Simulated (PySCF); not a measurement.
Species: C6H4.
SMILES: `C#CC=C1C=C1`

The calculation used MP2 and CCSD/aug-cc-pVDZ in PySCF, restricted Hartree–Fock reference, 6 core orbitals frozen, non-relativistic, gas phase, PBE0-D3(BJ)/def2-SVP geometry.

E(HF) = -229.37481 Eh.

Question: How large is the problem?

Answer: 174 basis functions and 40 electrons; 6 orbitals frozen, which leaves o = 14 correlated occupied and v = 154 virtual orbitals. That is o·v = 2156 singles and o·v(o·v + 1)/2 = 2325246 distinct closed-shell doubles amplitudes before symmetry; the costliest CCSD step grows as o²v⁴ = 1.1 × 10^11.

Question: What are the MP2 and CCSD correlation energies?

Answer: MP2 -0.7763 Eh and CCSD -0.8094 Eh, which gives totals of -230.15115 and -230.18425 Eh. That is 0.787 eV for each correlated electron at CCSD (2125 kJ/mol in all, 0.352 % of the total energy); MP2 gives 95.9 % of the CCSD value.

Question: What is the T1 diagnostic?

Answer: 0.0141, below the customary warning level of 0.02. It is the norm of the spatial-orbital singles amplitudes over the root of the number of correlated electrons, so the norm is 0.075.

Question: How does correlation change the dipole moment?

Answer: HF gives 3.97 D and CCSD (unrelaxed density) 3.17 D, a change of -0.80 D.

No triples correction and no basis-set extrapolation were made.

The job also held the EOM ionisation roots. The run took 5.6 min wall on Intel Xeon Platinum 8259CL at 2.50 GHz, one thread, shared host, and the process peaked at 3.1 GiB of memory.
